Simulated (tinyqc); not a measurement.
Pariser-Parr-Pople SCF with singles CI, for the molecule Clc1ccsc1 (SMILES; centres numbered as the heavy atoms are written), step by step. Computed by tinyqc, a small Python program that keeps every step. Settings: charge = 0, gamma = MN, start = core, damping = 0.5, iteration cap = 77, excitations kept = 6. Command: `OMP_NUM_THREADS=1 python tinyqc.py 20965 20966 out.jsonl` (the two numbers bound the seeds that draw the settings). One thread of a shared host (Intel(R) Xeon(R) Processor @ 2.60GHz), about 0.01 s of CPU time with the checks. Later iterations appear only in the table of the cycle.

## PPP integrals

Centres (angstrom, eV; a flat drawing with bonds scaled to 1.40 angstrom):
```
centre          x          y  core charge z          W   gamma_rr
1Cl      2.159000   0.000000              2  24.740000  11.350000
2C       0.759000   0.000000              1  11.930000  11.010000
3C      -0.064000   1.133000              1  11.930000  11.010000
4C      -1.395000   0.700000              1  11.930000  11.010000
5S      -1.395000  -0.700000              2  23.580000  11.720000
6C      -0.064000  -1.133000              1  11.930000  11.010000
```

Resonance integrals (eV):
```
i  j       beta
1  2  -1.610000
2  3  -2.390000
3  4  -2.390000
4  5  -2.050000
5  6  -2.050000
6  2  -2.390000
```

Mataga-Nishimoto: gamma = 14.399645/(R + a), a = 2 x 14.399645/(gamma_rr + gamma_ss); H_rr = -W_r - sum_(s != r) z_s gamma_rs; H_rs = beta for bonds.

repulsion gamma_rs (eV), order 1Cl, 2C, 3C, 4C, 5S, 6C:
```
[[11.350000, 5.357046, 3.806347, 2.932561, 2.956427, 3.806347],
 [5.357046, 11.010000, 5.316989, 4.030401, 4.077020, 5.316989],
 [3.806347, 5.316989, 11.010000, 5.318369, 4.076578, 4.029147],
 [2.932561, 4.030401, 5.318369, 11.010000, 5.399158, 4.029969],
 [2.956427, 4.077020, 4.076578, 5.399158, 11.720000, 5.399845],
 [3.806347, 5.316989, 4.029147, 4.029969, 5.399845, 11.010000]]
```

core matrix H (eV), order 1Cl, 2C, 3C, 4C, 5S, 6C:
```
[[-46.555155, -1.610000, 0.000000, 0.000000, 0.000000, 0.000000],
 [-1.610000, -45.462510, -2.390000, 0.000000, 0.000000, -2.390000],
 [0.000000, -2.390000, -42.360355, -2.390000, 0.000000, 0.000000],
 [0.000000, 0.000000, -2.390000, -41.972177, -2.050000, 0.000000],
 [0.000000, 0.000000, 0.000000, -2.050000, -48.445456, -2.050000],
 [0.000000, -2.390000, 0.000000, 0.000000, -2.050000, -43.718489]]
```

## Starting guess

pi electrons, sum of z_r less the charge = 8

Orbitals of the core matrix H.

P at the start, order 1Cl, 2C, 3C, 4C, 5S, 6C:
```
[[1.950743, 0.178500, -0.121648, -0.035675, 0.072020, -0.207287],
 [0.178500, 1.341307, 0.528970, 0.012672, -0.224803, 0.721901],
 [-0.121648, 0.528970, 1.043282, 0.780208, -0.091597, -0.293945],
 [-0.035675, 0.012672, 0.780208, 0.825324, 0.408678, -0.438534],
 [0.072020, -0.224803, -0.091597, 0.408678, 1.784060, 0.392579],
 [-0.207287, 0.721901, -0.293945, -0.438534, 0.392579, 1.055284]]
```

## Iteration 1: Fock matrix

F_rr = H_rr + P_rr gamma_rr / 2 + sum_(s != r) P_ss gamma_rs; F_rs = H_rs - P_rs gamma_rs / 2; E = tr P (H + F) / 2 + core repulsion sum_(r<s) z_r z_s gamma_rs.

F (eV), order 1Cl, 2C, 3C, 4C, 5S, 6C:
```
[[-12.616621, -2.088117, 0.231518, 0.052310, -0.106461, 0.394503],
 [-2.088117, -5.870310, -3.796264, -0.025536, 0.458263, -4.309170],
 [0.231518, -3.796264, -6.146036, -4.464718, 0.186701, 0.592175],
 [0.052310, -0.025536, -4.464718, -6.868347, -3.153259, 0.883640],
 [-0.106461, 0.458263, 0.186701, -3.153259, -12.347652, -3.109933],
 [0.394503, -4.309170, 0.592175, 0.883640, -3.109933, -6.189018]]
```

pi energy = -127.654087 eV

## Iteration 1: orbitals and new P

Diagonalise F (the basis is taken as orthonormal) and form P = 2 sum c c over the lowest orbitals; 0.5 of the old P is kept.

orbital energies (eV): [-15.136425, -13.321463, -11.015589, -9.759731, -1.594661, 0.789885]

P after iteration 1, order 1Cl, 2C, 3C, 4C, 5S, 6C:
```
[[1.957409, 0.179402, -0.106377, -0.022682, 0.062545, -0.185556],
 [0.179402, 1.212753, 0.537238, -0.020002, -0.223840, 0.751583],
 [-0.106377, 0.537238, 1.047828, 0.789107, -0.155004, -0.188391],
 [-0.022682, -0.020002, 0.789107, 0.939227, 0.414103, -0.432276],
 [0.062545, -0.223840, -0.155004, 0.414103, 1.765886, 0.399224],
 [-0.185556, 0.751583, -0.188391, -0.432276, 0.399224, 1.076897]]
```

## Iteration 2: Fock matrix

As before.

F (eV), order 1Cl, 2C, 3C, 4C, 5S, 6C:
```
[[-12.887591, -2.090532, 0.202455, 0.033258, -0.092454, 0.353145],
 [-2.090532, -6.018222, -3.818245, 0.040308, 0.456301, -4.388079],
 [0.202455, -3.818245, -6.160387, -4.488382, 0.315943, 0.379528],
 [0.033258, 0.040308, -4.488382, -6.726735, -3.167903, 0.871030],
 [-0.092454, 0.456301, 0.315943, -3.167903, -12.208343, -3.127873],
 [0.353145, -4.388079, 0.379528, 0.871030, -3.127873, -6.348979]]
```

pi energy = -128.061857 eV

## Iteration 2: orbitals and new P

As before.

orbital energies (eV): [-15.103737, -13.554595, -11.031586, -9.894912, -1.438083, 0.672656]

P after iteration 2, order 1Cl, 2C, 3C, 4C, 5S, 6C:
```
[[1.961628, 0.178360, -0.097850, -0.014165, 0.056687, -0.171999],
 [0.178360, 1.141592, 0.540190, -0.041187, -0.223568, 0.767851],
 [-0.097850, 0.540190, 1.055409, 0.793379, -0.190887, -0.130870],
 [-0.014165, -0.041187, 0.793379, 0.999974, 0.418983, -0.426188],
 [0.056687, -0.223568, -0.190887, 0.418983, 1.753147, 0.404714],
 [-0.171999, 0.767851, -0.130870, -0.426188, 0.404714, 1.088251]]
```

## Convergence

Stop when output and input P, before any damping, agree to 1e-7.

Course of the cycle:
```
iteration         E (eV)  largest |P(out) - P(in)|
1          -127.65408663                  2.57e-01
2          -128.06185736                  1.42e-01
3          -128.28769590                  7.89e-02
4          -128.40812575                  4.39e-02
5          -128.47095326                  2.44e-02
6          -128.50329129                  1.37e-02
7          -128.51979295                  7.67e-03
8          -128.52816564                  4.31e-03
9          -128.53239749                  2.43e-03
10         -128.53453077                  1.37e-03
11         -128.53560419                  7.78e-04
...                  ...                       ...
28         -128.53668701                  1.90e-06
29         -128.53668702                  1.39e-06
30         -128.53668702                  1.02e-06
31         -128.53668702                  7.45e-07
32         -128.53668702                  5.46e-07
33         -128.53668702                  4.00e-07
34         -128.53668702                  2.93e-07
35         -128.53668702                  2.15e-07
36         -128.53668702                  1.58e-07
37         -128.53668702                  1.16e-07
38         -128.53668702                  8.48e-08
```

Converged in 38 iterations.

## Converged orbitals

Charges are z - P_rr.

orbital energies (eV): [-15.141386, -13.795908, -11.081800, -10.002344, -1.286646, 0.569681]

coefficients, order 1Cl, 2C, 3C, 4C, 5S, 6C:
```
[[0.301090, 0.853316, -0.340919, -0.222276, 0.062488, -0.107979],
 [0.333231, 0.258572, 0.420243, 0.414333, -0.296932, 0.621010],
 [0.271962, 0.044044, 0.635321, -0.243551, -0.333864, -0.591339],
 [0.353714, -0.159454, 0.275174, -0.556135, 0.588898, 0.343006],
 [0.675923, -0.419560, -0.475832, -0.071553, -0.368144, 0.005711],
 [0.377298, -0.039958, 0.037422, 0.636552, 0.560474, -0.367858]]
```

pi charges: [0.031128, -0.052357, -0.077705, -0.071093, 0.271125, -0.101099]

## Singles CI, singlets

Over the 6 single excitations with the smallest orbital gaps: A = (e_a - e_i) delta + 2 (ia|jb) - (ij|ab), with (pq|rs) = sum c_mp c_mq gamma_mn c_nr c_ns. f = 2/3 w |mu|^2 in atomic units, mu = sqrt2 sum c_ia sum_m c_mi c_ma R_m.

singlet CI matrix (eV), order 4>5, 3>5, 4>6, 3>6, 2>5, 1>5:
```
[[5.736189, -0.084559, -0.132351, 0.151707, -0.022761, -0.018437],
 [-0.084559, 6.265833, -0.782675, 0.225626, -0.146773, 0.104501],
 [-0.132351, -0.782675, 7.085764, -0.033214, -0.251256, -0.285687],
 [0.151707, 0.225626, -0.033214, 7.974930, -0.075514, 0.019981],
 [-0.022761, -0.146773, -0.251256, -0.075514, 8.838353, 0.197349],
 [-0.018437, 0.104501, -0.285687, 0.019981, 0.197349, 9.755885]]
```

singlet excitation energies (eV): [5.587229, 5.895557, 7.467498, 8.032903, 8.828903, 9.844862]

oscillator strengths: [0.187855, 0.242557, 0.839533, 0.340897, 0.029731, 0.035506]

## Singles CI, triplets

Over the 6 single excitations with the smallest orbital gaps: A = (e_a - e_i) delta - (ij|ab), with (pq|rs) = sum c_mp c_mq gamma_mn c_nr c_ns.

triplet CI matrix (eV), order 4>5, 3>5, 4>6, 3>6, 2>5, 1>5:
```
[[2.559393, 0.333720, 0.330371, 0.779249, -0.440416, -0.068747],
 [0.333720, 4.417223, 0.779249, -0.396561, -0.569244, -0.119909],
 [0.330371, 0.779249, 4.795280, 0.016049, -0.132155, 0.969735],
 [0.779249, -0.396561, 0.016049, 5.564913, 0.027552, -0.255092],
 [-0.440416, -0.569244, -0.132155, 0.027552, 8.326996, 0.751011],
 [-0.068747, -0.119909, 0.969735, -0.255092, 0.751011, 8.047911]]
```

triplet excitation energies (eV): [2.257389, 3.629593, 5.169020, 5.794426, 7.777868, 9.083421]
